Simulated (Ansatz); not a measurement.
Cost and result for the atomization energy of `C1CCCCC1` (18 atoms, 18 bonds).

```tsv
atom	x (Å)	y (Å)	z (Å)
C1	-0.1878	-1.2353	-0.6965
C2	1.1942	-0.6551	-0.4373
C3	1.2190	0.1161	0.8885
C4	-0.1387	0.7552	1.2070
C5	-0.8680	1.1349	-0.0728
C6	-1.2188	-0.1158	-0.8888
H7	-0.1783	-1.8935	-1.5692
H8	-0.4721	-1.8638	0.1550
H9	1.4569	0.0139	-1.2645
H10	1.9536	-1.4415	-0.4307
H11	1.5047	-0.5561	1.7034
H12	1.9919	0.8896	0.8450
H13	-0.0033	1.6265	1.8532
H14	-0.7603	0.0515	1.7720
H15	-1.7726	1.7075	0.1478
H16	-0.2248	1.7981	-0.6621
H17	-1.2860	0.1484	-1.9486
H18	-2.2096	-0.4805	-0.6013
```

Charge 0, multiplicity 1. Geometry: relaxed with PBE0-D4/def2-TZVP. It is a higher conformer; a search finds a lower one. Program: Ansatz. All runs use 2 threads of an AMD EPYC 7R13 on a shared host and a share of an NVIDIA H100 80 GB. Times are those of one run each, without the atoms' runs, and a repeat can differ threefold. Electronic energies, without spin–orbit coupling; frozen cores. CCSD(T)/CBS adds CCSD(T) − MP2 in def2-TZVPP to the MP2 limit, and its time is that of the two runs behind it. T1 = 0.009. B3LYP takes the VWN-RPA correlation (the form of Gaussian; ORCA's B3LYP/G).

CCSD(T)/CBS is a level of theory with its own doubt, some kJ/mol a heavy atom from the limit and from the frozen cores, so smaller differences don't rank the functionals.

```
                             level  functions  wall time
            LDA (SPW92)/def2-TZVPP        354      2.8 s
   PBE-D4/def2-TZVPP (with forces)        354      3.1 s
r2SCAN-D4/def2-TZVPP (with forces)        354      3.1 s
               BHLYP-D4/def2-TZVPP        354      3.6 s
                  CCSD(T)/def2-SVP        144      3.9 s
 B3LYP-D4/def2-TZVPP (with forces)        354      4.2 s
                 B97M-V/def2-TZVPP        354      4.4 s
           CAM-B3LYP-D4/def2-TZVPP        354      4.5 s
                 B2PLYP/def2-TZVPP        354      4.5 s
                ωB97X-V/def2-TZVPP        354      6.5 s
                    MP2/def2-QZVPP        702      7.5 s
                CCSD(T)/def2-TZVPP        354       20 s
                 CCSD(T)/CBS(def2)          –       27 s
```

**Question.** What atomization energy does each give, and how far from CCSD(T)/CBS? (Estimate.)

**Answer.** The calculation gave: 
```json
{"level": "LDA (SPW92)/def2-TZVPP", "atomization (kcal/mol)": "1994.1", "difference from CCSD(T)/CBS": "236.4", "per bond": "13.1"}
{"level": "PBE-D4/def2-TZVPP (with forces)", "atomization (kcal/mol)": "1791.7", "difference from CCSD(T)/CBS": "34.0", "per bond": "1.9"}
{"level": "r2SCAN-D4/def2-TZVPP (with forces)", "atomization (kcal/mol)": "1762.4", "difference from CCSD(T)/CBS": "4.7", "per bond": "0.3"}
{"level": "BHLYP-D4/def2-TZVPP", "atomization (kcal/mol)": "1722.9", "difference from CCSD(T)/CBS": "-34.8", "per bond": "-1.9"}
{"level": "CCSD(T)/def2-SVP", "atomization (kcal/mol)": "1699.2", "difference from CCSD(T)/CBS": "-58.5", "per bond": "-3.2"}
{"level": "B3LYP-D4/def2-TZVPP (with forces)", "atomization (kcal/mol)": "1758.4", "difference from CCSD(T)/CBS": "0.7", "per bond": "0.0"}
{"level": "B97M-V/def2-TZVPP", "atomization (kcal/mol)": "1760.7", "difference from CCSD(T)/CBS": "3.0", "per bond": "0.2"}
{"level": "CAM-B3LYP-D4/def2-TZVPP", "atomization (kcal/mol)": "1766.6", "difference from CCSD(T)/CBS": "8.9", "per bond": "0.5"}
{"level": "B2PLYP/def2-TZVPP", "atomization (kcal/mol)": "1741.3", "difference from CCSD(T)/CBS": "-16.4", "per bond": "-0.9"}
{"level": "ωB97X-V/def2-TZVPP", "atomization (kcal/mol)": "1762.0", "difference from CCSD(T)/CBS": "4.3", "per bond": "0.2"}
{"level": "MP2/def2-QZVPP", "atomization (kcal/mol)": "1761.2", "difference from CCSD(T)/CBS": "3.5", "per bond": "0.2"}
{"level": "CCSD(T)/def2-TZVPP", "atomization (kcal/mol)": "1722.6", "difference from CCSD(T)/CBS": "-35.1", "per bond": "-2.0"}
{"level": "CCSD(T)/CBS(def2)", "atomization (kcal/mol)": "1757.7", "difference from CCSD(T)/CBS": "0.0", "per bond": "0.0"}
```

In def2-TZVPP, CCSD(T) changes the Hartree–Fock value by +387.0 kcal/mol (the triples alone add +20.5 kcal/mol) and MP2 by +405.1 kcal/mol; breaking electron pairs costs correlation energy, which Hartree–Fock lacks. The D4 term adds +14.8 kcal/mol with B3LYP and +7.8 kcal/mol with PBE0; it sums over pairs of atoms, weighted by their polarisabilities, and B3LYP, whose exchange is more repulsive, gets the larger term. Leaving LDA and LC-ωPBE aside and taking each functional with its dispersion term where it has one, the values spread over 68.8 kcal/mol, from BHLYP-D4 to PBE-D4. LDA lies +211.7 kcal/mol from PBE without D4, its usual overbinding.
